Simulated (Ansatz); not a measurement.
A structure of ZrS₂ relaxed with PBEsol (plane waves to 420 eV, PAW, scalar-relativistic; Ansatz, a first-principles code); single points at other levels follow on the same geometry (Ansatz, PAW; HSE06 at 420 eV on a 8×8×4 k-mesh; no spin-orbit coupling). Space group P-3m1 (No. 164).

```yaml
crystal:
  lattice:
    - [3.62748, 0.00000, 0.00000]
    - [-1.81374, 3.14149, 0.00000]
    - [0.00000, 0.00000, 5.88597]
  atoms:
    - { symbol: Zr, position: [0.00000, 0.00000, 0.00000] }
    - { symbol: S, position: [0.33333, 0.66667, 0.24684] }
    - { symbol: S, position: [0.66667, 0.33333, 0.75316] }
```

```tsv
level	gap (eV)	kind	conduction minimum
PBEsol	0.77	indirect	L
HSE06	1.62	–	L
```

HSE06 gaps come from a coarse mesh plus a few chosen points, so they may be too large. No spin polarisation in the result. Without a van der Waals term the distances between weakly bound units are poorly fixed.

Measured for ZrS2: a 3.662 Å (as listed in Torbjörn Björkman, The Journal of Chemical Physics (2014)); c 5.805 Å (corrected from measurement; as listed in Torbjörn Björkman, The Journal of Chemical Physics (2014)). Computed minus measured — a: PBEsol -0.9 %; c: PBEsol +1.4 %. The computed values are for a static lattice.

The run could not lose the symmetry of its start.
